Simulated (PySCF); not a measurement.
Nuclear quadrupole coupling in `C=CCC=C=S`

C₅H₆S.
Structure used (GFN2-xTB), in Å, numbered top down from 1:
```
atom  x, y, z in Å
C1    -2.090   -0.535    0.223
C2    -1.033    0.181   -0.109
C3     0.330   -0.393   -0.351
C4     1.286    0.095    0.716
C5     2.230    0.955    0.497
S6     3.369    1.973    0.181
H7    -2.039   -1.607    0.326
H8    -3.053   -0.086    0.395
H9    -1.100    1.256   -0.203
H10    0.291   -1.484   -0.322
H11    0.696   -0.076   -1.330
H12    1.115   -0.277    1.716
```

Field gradients from the PBE0/pcSseg-1 density (PySCF, non-relativistic), principal values in atomic units, ordered |Vxx| ≤ |Vyy| ≤ |Vzz|:

```
atom     Vxx     Vyy      Vzz
  S6  1.0604  1.1359  -2.1963
```

Task: Find the asymmetry η = (Vxx − Vyy)/Vzz and the couplings χ = eQV/h (234.96 MHz × Q in barn × V in au), with Q(33S) = −0.0678 b.

Result: 
```
atom         environment  nucleus     η  χzz (MHz)  χxx (MHz)  χyy (MHz)
  S6  sulfur bonded to C      33S  0.03      34.99     -16.89     -18.10
```

The gradient is axial or nearly so (η below 0.05) at S6. 

Task: What is Vzz at S6 in SI units (1 au = 9.71736 × 10²¹ V/m²)?

Result: -2.1963 au = -21.343 × 10²¹ V/m².

Task: And the gradient at the other heavy atoms, for which no coupling is worked out here?

Result: 
```
atom                               environment  Vzz (au)     η
  C1                      terminal =CH2 carbon     0.295  0.43
  C2                          alkene CH carbon     0.325  0.63
  C3                            allylic carbon     0.139  0.64
  C4    outer carbon of cumulated double bonds    -0.049  0.36
  C5  central carbon of cumulated double bonds     0.581  0.67
```

Were the hydrogens deuterons (Q(2H) = 0.00286 b), χzz would run from 202 kHz (H11 and H10) to 227 kHz (H8).

Isolated species at its GFN2-xTB geometry (one conformer only). GFN2-xTB bond lengths can be off by several hundredths of an ångström, more for odd bonds, and the gradients follow them. The basis is small and wasn't made for field gradients, so the couplings can be 20 % off.
